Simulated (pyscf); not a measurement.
F–BH–F + hydrogen chloride (HCl) → hydrogen fluoride (HF) + F–BH–Cl (four-centre exchange; singlet surface; B–F, Cl–H broken, F–H, B–Cl formed). Optimised with ωB97X-D3(BJ)/def2-SVP in PySCF. MP2 and CC: frozen core, UHF for open shells. ΔMP2 is the change of the MP2 total energy from the triple- to the quadruple-zeta basis. Rate constants from transition-state theory, CCSD(T)/def2-TZVPP + ΔMP2(QZVPP) energies (ideal gas, 1 atm, RRHO with modes under 100 cm⁻¹ raised to 100, one conformer, R ln 2 for rigid chiral ones; no tunnelling), k in cm³ molecule⁻¹ s⁻¹.

```csv
T (K),1000/T,log10 k
298,3.354,-34.31
600,1.667,?
900,1.111,-19.63
1200,0.833,-17.65
```

### Question
Fit an Arrhenius line to the three values, give the activation energy, and predict k at 600 K.

### Answer
Least squares gives log10 k = -12.23 − 6.58 × 1000/T, so Ea = 6.58 × ln 10 × 1.987 = 30.1 kcal/mol, against an electronic barrier of 29.0. At 600 K the line gives -23.20; the computed value is -23.40 (ΔG‡ = 47.8 kcal/mol), a factor 1.6 under the line, since the plot is curved. One saddle was located; it need not be the lowest between these sides. The CCSD(T) − MP2 part came from Ansatz, without density fitting, on the same reference.
